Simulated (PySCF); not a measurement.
Constants of HF⁺, step by step

State: ²Π, doublet, unpaired electrons π ↑. De refers to H⁺ + F. ROHF-based CCSD(T) in PySCF 2.14 with H aug-cc-pVTZ, F aug-cc-pVTZ and H aug-cc-pVQZ, F aug-cc-pVQZ (frozen core orbitals: 1; no relativity). Correlation energies are extrapolated as n⁻³ (n = 3, 4), Hartree–Fock as (n+1)·exp(−9√n). CV is the change on freezing 0 orbitals instead, in H cc-pVTZ, F cc-pwCVTZ. SR is the spin-free X2C energy in H cc-pVTZ-DK, F cc-pVTZ-DK less the non-relativistic one in H cc-pVTZ, F cc-pVTZ.

```
            Level  Re (Å)  ωe (cm⁻¹)  ωexe (cm⁻¹)  αe (cm⁻¹)  De (eV)
       CCSD(T)/TZ  1.0042     3114.6         94.0      0.851    3.643
       CCSD(T)/QZ  1.0011     3109.0         94.8      0.879    3.640
           HF/CBS  0.9792     3318.7          102      0.902    3.568
          MP2/CBS  0.9984     3121.8         96.7      0.896    3.597
         CCSD/CBS  0.9972     3140.0         95.5      0.887    3.629
      CCSD(T)/CBS  1.0000     3107.6         95.7      0.893    3.628
   CCSD(T)/CBS+CV  0.9996     3109.2         95.8      0.894    3.624
CCSD(T)/CBS+CV+SR  0.9996     3107.8         95.7      0.894    3.627
```

Q: How much is left between CCSD(T)/QZ and the basis-set limit, and how much do the triples give at the limit?

A: CCSD(T)/CBS less CCSD(T)/QZ: -1.1 mÅ in Re, -1.4 cm⁻¹ in ωe and -0.012 eV in De. CCSD(T)/CBS less CCSD/CBS: +2.8 mÅ in Re, -32.4 cm⁻¹ in ωe and -0.001 eV in De.

Q: What do the later terms add?

A: CV: -0.4 mÅ in Re, +1.6 cm⁻¹ in ωe and -0.004 eV in De; SR: +0.0 mÅ in Re, -1.4 cm⁻¹ in ωe and +0.003 eV in De, each against the row above.

The T1 diagnostic is 0.012. The state was picked by a PBE0 search and need not be the measured ground state. Spin–orbit coupling, excitations beyond (T) and corrections to the Born–Oppenheimer picture are left out.

The whole job (state search and all basis sets along the bond) took about 11 min on 4 threads of Arm Neoverse N1 (shared host), peak memory 13 GiB.
